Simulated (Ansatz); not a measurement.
The input, for Ansatz 0.2.0:

```yaml
crystal:
  periodic: [false, false, false]
  atoms:
    - {symbol: Hf, position_ang: [0.000000, 0.000000, 0.000000]}
    - {symbol: O, position_ang: [0.000000, 0.000000, 1.914000]}
basis:
  gaussian: {orbitals: def2-SVP}
total_charge: 1
magnetization: {spin_polarized: true, initial_magnetization: 1}
hamiltonian: {xc: {name: r2SCAN}}
```

```sh
$ ansatz run in.yaml --threads 1 --pin off --events-out ev --progress --plain --max-ram 2393MiB
```

Question: Roughly how long does this take on 1 thread of Intel Xeon 6975P-C, shared host, and how much host memory?

Answer: 6.5 s wall and 0.17 GiB.

```
457 factors; their error is unknown
mean field evaluation 1: about -3305.2741 eV, gradient 8.8e1 eV
mean field evaluation 2: about -2925.4353 eV, gradient 1.6e2 eV
mean field evaluation 4: about -3334.6484 eV, gradient 4.3e1 eV
mean field evaluation 8: about -3342.2563 eV, gradient 1.2e0 eV
mean field evaluation 16: about -3342.2145 eV, gradient 2.0e-3 eV
mean field evaluation 32: about -3342.2143 eV, gradient 3.9e-1 eV
mean field evaluation 64: about -3341.6758 eV, gradient 4.9e-5 eV
mean field -3342.21447883 eV, -122.8241166628 hartree, gradient 1.1e-5 eV, S^2 0.766742; 7 other end points of the search recorded, 0 dependent functions left out
reference -3342.21451080 eV, -122.8241178377 hartree; 10, 9 occupied and 36, 37 virtual orbitals, 457 factors
Total energy: -3342.21451080 eV, -122.8241178377 hartree
```
